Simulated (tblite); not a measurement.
H2O3P (charge -1).
Geometry (GFN2-xTB, Å), atoms numbered from 1 in this order:
```
atom  x, y, z in Å
O1    -1.0851   -1.0610   -0.9712
P2    -0.4174   -0.0815   -0.0892
O3    -0.6140    1.3844   -0.2653
O4     1.2297   -0.3449   -0.0907
H5    -0.6416   -0.4271    1.2602
H6     1.5315    0.5322    0.1347
```

Method: GFN2-xTB as coded in tblite; computed harmonic values from a numerical Hessian at the method's own geometry, unscaled. This tight-binding method is rough: wavenumbers can miss measured ones by several per cent, in bad cases by 10 to 20. Modes of hydrogen on phosphorus can be 10 to 20 % off. One conformer, not necessarily the lowest.

Harmonic wavenumbers (cm⁻¹): 304.5, 373.5, 419.7, 517.3, 666.2, 818.3, 981.8, 1018.7, 1099.9, 1273.5, 2166.8, 3652.2.

A = 8696, B = 7955, C = 4616 MHz; mass 80.974 u (most abundant isotopes); point group C1, symmetry number 1.

Problem. Zero-point energy?

Solution. ½Σν̃ = 6646 cm⁻¹ = 19.00 kcal/mol.

Problem. Entropy at 350 K, 1 bar (ideal gas, RRHO, classical rotation)?

Solution. Translation 39.91, rotation 24.90, vibration 6.29: S = 71.1 cal/(mol K).

Problem. And Cp and H(350 K) − H(0)?

Solution. Cp = 18.12 cal/(mol K), of which vibrations give 10.17 (their classical limit is 12 R = 23.8); H(350 K) − H(0) = 4.25 kcal/mol without the zero-point energy, 1.47 from vibrations.

Problem. What must be added to the electronic energy to get the Gibbs energy at 350 K and 1 bar?

Solution. ZPE + [H(350 K) − H(0)] − T·S = 19.00 + 4.25 − 24.89 = -1.64 kcal/mol.

Problem. Which modes carry the vibrational entropy at 350 K?

Solution. 304.5 cm⁻¹: 1.67; 373.5 cm⁻¹: 1.32; 419.7 cm⁻¹: 1.13; 517.3 cm⁻¹: 0.82; 666.2 cm⁻¹: 0.51; 818.3 cm⁻¹: 0.31 cal/(mol K); the other 6 give 0.53 together.

Other conformers, if any are populated, would add a mixing term that is left out. The structure is chiral; the term R ln 2 for an equal mix with its mirror image is left out.
